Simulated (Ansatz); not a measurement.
SnH3⁻, triplet: reading a ladder of total energies

Geometry: displaced at random from a stationary point.

| atom | x (Å) | y (Å) | z (Å) |
| --- | --- | --- | --- |
| Sn | 0.0001 | -0.0124 | 0.0007 |
| H | -0.0008 | -0.1697 | -1.9118 |
| H | 0.0472 | 1.8021 | -0.0530 |
| H | -0.0556 | -0.1732 | 1.8782 |

Basis def2-SVPD with its core potentials; Ansatz 0.2.0. Correlated methods freeze the noble-gas cores and the filled d shells of p-block atoms, which leaves 8 electrons in 47 orbitals. Prefix R: restricted or restricted open-shell reference; prefix U: unrestricted. No spin–orbit coupling is included; scalar relativity enters through the core potentials alone.

Full CI isn't at hand for all of this; UCCSDT(Q) serves as the reference, and is uncertain by the last step of the cluster series or more.

UCCSD has a T1 diagnostic of 0.021 and a largest doubles amplitude of 0.04.

Runs differ by some tens of microhartree through their thresholds and, for an open shell, their frozen cores, so steps under 0.03 kcal/mol mean nothing.

Here the R and U totals at CCSDT(Q) differ by 0.19 kcal/mol, a measure of how far such totals hang on the determinant and its frozen core.

```tsv
level	total energy (hartree)
UHF	-215.003605
UMP2	-215.101511
UCCSD	-215.131185
UCCSD(T)	-215.134560
UCCSDT	-215.135554
UCCSDT(Q)	-215.135664
```

Problem. What is the correlation energy at UCCSDT(Q), and what share of it do UMP2 and UCCSD recover?

Solution. E(corr) = -215.135664 − (-215.003605) = -0.132059 hartree = -3.594 eV. UMP2: -0.097906 / -0.132059 = 74.14 %. UCCSD: -0.127580 / -0.132059 = 96.61 %.

Problem. By how many kcal/mol does UCCSD(T) miss UCCSDT(Q) (1 hartree = 627.509 kcal/mol), and which steps make up the rest?

Solution. -215.134560 − (-215.135664) = 0.001104 hartree = 0.69 kcal/mol. Steps: UCCSDT − UCCSD(T) = -0.62, UCCSDT(Q) − UCCSDT = -0.07 kcal/mol. That is within 1 kcal/mol of the reference in this basis, which itself misses far more of the correlation at the basis-set limit.
